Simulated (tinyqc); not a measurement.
Stretching all distances: RHF, UHF, MP2, CISD and CCSD against full CI in the sto-3g basis, for H2O, spin multiplicity 1. Computed by the program tinyqc with PySCF. Command: `OMP_NUM_THREADS=1 python tinyqc.py 115332 115333 out.jsonl`; one thread of a shared host (Intel(R) Xeon(R) Processor @ 2.60GHz), about 20 s.

Geometry (angstrom):
```
atom       x        y       z
O     0.0000   0.0000  0.0000
H     0.0000   0.7360  0.5060
H     0.0000  -0.7540  0.5180
```

All coordinates are multiplied by the scale. c0^2 is the weight of the RHF determinant in the lowest singlet FCI state (UHF is spin-contaminated and may lie near states of higher spin) and n(LUMO) the first natural occupation beyond the occupied space.

Full CI energy (hartree) and errors against it (kcal/mol):
```
scale   distance 1-2 (angstrom)      E(FCI)       RHF      UHF      MP2     CISD     CCSD  <S^2> UHF    c0^2  n(LUMO)
0.9900                   0.8842  -74.980643   25.8624  25.8624   7.0670   0.2889   0.0641     0.0000  0.9802   0.0205
1.2300                   1.0986  -75.003659   45.2317  45.2317  14.2789   1.1832   0.1649     0.0000  0.9495   0.0542
1.4600                   1.3040  -74.935529   73.7750  68.8760  25.4010   4.0172   0.4108     0.4796  0.8877   0.1252
1.7000                   1.5184  -74.857331  114.4739  53.9254  40.9194  11.1340   0.5899     1.3464  0.7797   0.2545
1.9300                   1.7238  -74.800530  162.6566  30.3436  57.6484  23.0389  -1.1117     1.7040  0.6391   0.4274
2.1600                   1.9292  -74.766605  215.4518  14.1087  77.2821  38.9298  -6.6332     1.8675  0.4722   0.6118
```

UHF parts from RHF first at scale 1.46 of those listed, where <S^2> leaves zero. The weight c0^2 goes from 0.98 to 0.47 and n(LUMO) from 0.02 to 0.61: static correlation grows as the bonds break into open-shell fragments. The spread of the error along the curve, which distorts its shape, is CCSD 7.2, CISD 38.6, UHF 54.8, MP2 70.2, RHF 189.6 kcal/mol. Below FCI somewhere: CCSD, as non-variational methods may be.
